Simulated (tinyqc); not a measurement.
UHF in the sto-3g basis, for CH2, spin multiplicity 3, step by step. One step of it, computed by the program tinyqc.

Task: Iteration 1: diagonalisation and new density. Diagonalise F' = X^T F X, C = X C', fill 5 alpha and 3 beta electrons from the bottom; D(s) = C_occ C_occ^T. Each column has its largest component positive (the first on a tie).

F(alpha) (hartree), order 1C 1s, 1C 2s, 1C 2px, 1C 2py, 1C 2pz, 2H 1s, 3H 1s:
$$\begin{pmatrix}
-9.838745 & -2.731622 & 0.000000 & 0.000000 & 0.008714 & -0.319446 & -0.319446 \\
-2.731622 & -1.050184 & 0.000000 & 0.000000 & -0.015274 & -0.294128 & -0.294128 \\
0.000000 & 0.000000 & 0.206901 & 0.000000 & 0.000000 & 0.000000 & 0.000000 \\
0.000000 & 0.000000 & 0.000000 & 0.160958 & 0.000000 & -0.152266 & 0.152266 \\
0.008714 & -0.015274 & 0.000000 & 0.000000 & 0.189008 & -0.072290 & -0.072290 \\
-0.319446 & -0.294128 & 0.000000 & -0.152266 & -0.072290 & -0.057579 & -0.046167 \\
-0.319446 & -0.294128 & 0.000000 & 0.152266 & -0.072290 & -0.046167 & -0.057579
\end{pmatrix}$$

F(beta) (hartree), order 1C 1s, 1C 2s, 1C 2px, 1C 2py, 1C 2pz, 2H 1s, 3H 1s:
$$\begin{pmatrix}
-9.796285 & -2.671797 & 0.000000 & 0.000000 & 0.000021 & -0.311396 & -0.311396 \\
-2.671797 & -0.733163 & 0.000000 & 0.000000 & -0.228555 & -0.251387 & -0.251387 \\
0.000000 & 0.000000 & 0.924938 & 0.000000 & 0.000000 & 0.000000 & 0.000000 \\
0.000000 & 0.000000 & 0.000000 & 0.242832 & 0.000000 & -0.141974 & 0.141974 \\
0.000021 & -0.228555 & 0.000000 & 0.000000 & 0.847315 & -0.067517 & -0.067517 \\
-0.311396 & -0.251387 & 0.000000 & -0.141974 & -0.067517 & -0.045807 & -0.039263 \\
-0.311396 & -0.251387 & 0.000000 & 0.141974 & -0.067517 & -0.039263 & -0.045807
\end{pmatrix}$$

X, order 1C 1s, 1C 2s, 1C 2px, 1C 2py, 1C 2pz, 2H 1s, 3H 1s:
$$\begin{pmatrix}
1.025787 & -0.140368 & 0.000000 & 0.000000 & -0.004808 & 0.018915 & 0.018915 \\
-0.140368 & 1.114605 & 0.000000 & 0.000000 & 0.039132 & -0.182427 & -0.182427 \\
0.000000 & 0.000000 & 1.000000 & 0.000000 & 0.000000 & 0.000000 & 0.000000 \\
0.000000 & 0.000000 & 0.000000 & 1.084600 & 0.000000 & -0.180059 & 0.180059 \\
-0.004808 & 0.039132 & 0.000000 & 0.000000 & 1.016946 & -0.079350 & -0.079350 \\
0.018915 & -0.182427 & 0.000000 & -0.180059 & -0.079350 & 1.094586 & -0.013327 \\
0.018915 & -0.182427 & 0.000000 & 0.180059 & -0.079350 & -0.013327 & 1.094586
\end{pmatrix}$$

Give: F' = X^T F X; orbital energies; coefficients C; F' = X^T F X; orbital energies; coefficients C; D(alpha) after iteration 1; D(beta) after iteration 1.

Result:

F' = X^T F X (alpha) (hartree):
$$\begin{pmatrix}
-9.6086 & -1.5013 & 0.0000 & 0.0000 & -0.0043 & -0.0096 & -0.0096 \\
-1.5013 & -0.4433 & 0.0000 & 0.0000 & 0.0390 & -0.1950 & -0.1950 \\
0.0000 & 0.0000 & 0.2069 & 0.0000 & 0.0000 & 0.0000 & 0.0000 \\
0.0000 & 0.0000 & 0.0000 & 0.3075 & 0.0000 & -0.2220 & 0.2220 \\
-0.0043 & 0.0390 & 0.0000 & 0.0000 & 0.2186 & -0.0981 & -0.0981 \\
-0.0096 & -0.1950 & 0.0000 & -0.2220 & -0.0981 & 0.0948 & -0.0231 \\
-0.0096 & -0.1950 & 0.0000 & 0.2220 & -0.0981 & -0.0231 & 0.0948
\end{pmatrix}$$

orbital energies (alpha) (hartree): MO1 -9.8486, MO2 -0.3718, MO3 -0.1152, MO4 0.0907, MO5 0.2069, MO6 0.3680, MO7 0.5407

coefficients C (alpha), order 1C 1s, 1C 2s, 1C 2px, 1C 2py, 1C 2pz, 2H 1s, 3H 1s:
$$\begin{pmatrix}
0.9909 & -0.2422 & 0.0000 & 0.1316 & 0.0000 & -0.1216 & 0.0000 \\
0.0358 & 0.8104 & 0.0000 & -0.5754 & 0.0000 & 0.5839 & 0.0000 \\
0.0000 & 0.0000 & 0.0000 & 0.0000 & 1.0000 & 0.0000 & 0.0000 \\
0.0000 & 0.0000 & 0.4422 & 0.0000 & 0.0000 & 0.0000 & 1.0226 \\
0.0007 & 0.0441 & 0.0000 & 0.6593 & 0.0000 & 0.7821 & 0.0000 \\
-0.0057 & 0.2489 & 0.5216 & 0.4402 & 0.0000 & -0.6073 & -0.6116 \\
-0.0057 & 0.2489 & -0.5216 & 0.4402 & 0.0000 & -0.6073 & 0.6116
\end{pmatrix}$$

F' = X^T F X (beta) (hartree):
$$\begin{pmatrix}
-9.5749 & -1.4848 & 0.0000 & 0.0000 & 0.0142 & -0.0111 & -0.0111 \\
-1.4848 & -0.1176 & 0.0000 & 0.0000 & -0.1717 & -0.1888 & -0.1888 \\
0.0000 & 0.0000 & 0.9249 & 0.0000 & 0.0000 & 0.0000 & 0.0000 \\
0.0000 & 0.0000 & 0.0000 & 0.3961 & 0.0000 & -0.2259 & 0.2259 \\
0.0142 & -0.1717 & 0.0000 & 0.0000 & 0.8811 & -0.1066 & -0.1066 \\
-0.0111 & -0.1888 & 0.0000 & -0.2259 & -0.1066 & 0.0980 & -0.0230 \\
-0.0111 & -0.1888 & 0.0000 & 0.2259 & -0.1066 & -0.0230 & 0.0980
\end{pmatrix}$$

orbital energies (beta) (hartree): MO1 -9.8029, MO2 -0.2165, MO3 -0.0893, MO4 0.3539, MO5 0.6064, MO6 0.9249, MO7 0.9291

coefficients C (beta), order 1C 1s, 1C 2s, 1C 2px, 1C 2py, 1C 2pz, 2H 1s, 3H 1s:
$$\begin{pmatrix}
0.9927 & -0.1849 & 0.0000 & -0.2265 & 0.0000 & 0.0000 & 0.0406 \\
0.0289 & 0.5828 & 0.0000 & 0.9879 & 0.0000 & 0.0000 & -0.1173 \\
0.0000 & 0.0000 & 0.0000 & 0.0000 & 0.0000 & 1.0000 & 0.0000 \\
0.0000 & 0.0000 & 0.3836 & 0.0000 & 1.0460 & 0.0000 & 0.0000 \\
0.0018 & 0.1535 & 0.0000 & 0.1428 & 0.0000 & 0.0000 & 1.0022 \\
-0.0047 & 0.4026 & 0.5554 & -0.6654 & -0.5811 & 0.0000 & -0.1402 \\
-0.0047 & 0.4026 & -0.5554 & -0.6654 & 0.5811 & 0.0000 & -0.1402
\end{pmatrix}$$

D(alpha) after iteration 1, order 1C 1s, 1C 2s, 1C 2px, 1C 2py, 1C 2pz, 2H 1s, 3H 1s:
$$\begin{pmatrix}
1.0579 & -0.2365 & 0.0000 & 0.0000 & 0.0768 & -0.0080 & -0.0080 \\
-0.2365 & 0.9892 & 0.0000 & 0.0000 & -0.3436 & -0.0518 & -0.0518 \\
0.0000 & 0.0000 & 1.0000 & 0.0000 & 0.0000 & 0.0000 & 0.0000 \\
0.0000 & 0.0000 & 0.0000 & 0.1955 & 0.0000 & 0.2307 & -0.2307 \\
0.0768 & -0.3436 & 0.0000 & 0.0000 & 0.4367 & 0.3012 & 0.3012 \\
-0.0080 & -0.0518 & 0.0000 & 0.2307 & 0.3012 & 0.5278 & -0.0163 \\
-0.0080 & -0.0518 & 0.0000 & -0.2307 & 0.3012 & -0.0163 & 0.5278
\end{pmatrix}$$

D(beta) after iteration 1, order 1C 1s, 1C 2s, 1C 2px, 1C 2py, 1C 2pz, 2H 1s, 3H 1s:
$$\begin{pmatrix}
1.0198 & -0.0791 & 0.0000 & 0.0000 & -0.0266 & -0.0791 & -0.0791 \\
-0.0791 & 0.3405 & 0.0000 & 0.0000 & 0.0895 & 0.2345 & 0.2345 \\
0.0000 & 0.0000 & 0.0000 & 0.0000 & 0.0000 & 0.0000 & 0.0000 \\
0.0000 & 0.0000 & 0.0000 & 0.1471 & 0.0000 & 0.2130 & -0.2130 \\
-0.0266 & 0.0895 & 0.0000 & 0.0000 & 0.0236 & 0.0618 & 0.0618 \\
-0.0791 & 0.2345 & 0.0000 & 0.2130 & 0.0618 & 0.4706 & -0.1463 \\
-0.0791 & 0.2345 & 0.0000 & -0.2130 & 0.0618 & -0.1463 & 0.4706
\end{pmatrix}$$
